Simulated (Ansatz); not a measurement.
[Cl···H···OH], doublet: reading a ladder of total energies

Geometry: a point of a hydrogen-transfer path between rigid fragments, not a stationary point.

```xyz
4

Cl   -1.9277    0.2350    0.0000
H    -0.2167    0.2350    0.0000
O     0.9463    0.2350    0.0000
H     1.1981   -0.7050    0.0000
```

Basis cc-pVDZ; Ansatz 0.2.0. Only valence electrons are correlated (noble-gas cores frozen), which leaves 15 electrons in 36 orbitals. Prefix R: restricted or restricted open-shell reference; prefix U: unrestricted.

Full CI isn't at hand for all of this; UCCSDT(Q) serves as the reference, and is uncertain by about the last step of the cluster series.

Runs differ by some tens of microhartree through their thresholds and, for an open shell, their frozen cores, so steps under 0.03 kcal/mol mean nothing.

| level | total energy (hartree) |
| --- | --- |
| UHF | -535.448081 |
| UMP2 | -535.772607 |
| UCCSD | -535.801589 |
| UCCSD(T) | -535.808149 |
| UCCSDT | -535.808795 |
| UCCSDT(Q) | -535.809686 |

What is the correlation energy at UCCSDT(Q), and what share of it do UMP2 and UCCSDT recover?

E(corr) = -535.809686 − (-535.448081) = -0.361605 hartree = -9.840 eV. UMP2: -0.324526 / -0.361605 = 89.75 %. UCCSDT: -0.360714 / -0.361605 = 99.75 %.

By how many kcal/mol does UCCSD(T) miss UCCSDT(Q) (1 hartree = 627.509 kcal/mol), and which steps make up the rest?

-535.808149 − (-535.809686) = 0.001537 hartree = 0.96 kcal/mol. Steps: UCCSDT − UCCSD(T) = -0.41, UCCSDT(Q) − UCCSDT = -0.56 kcal/mol. Differences between like states or geometries often cancel part of this.
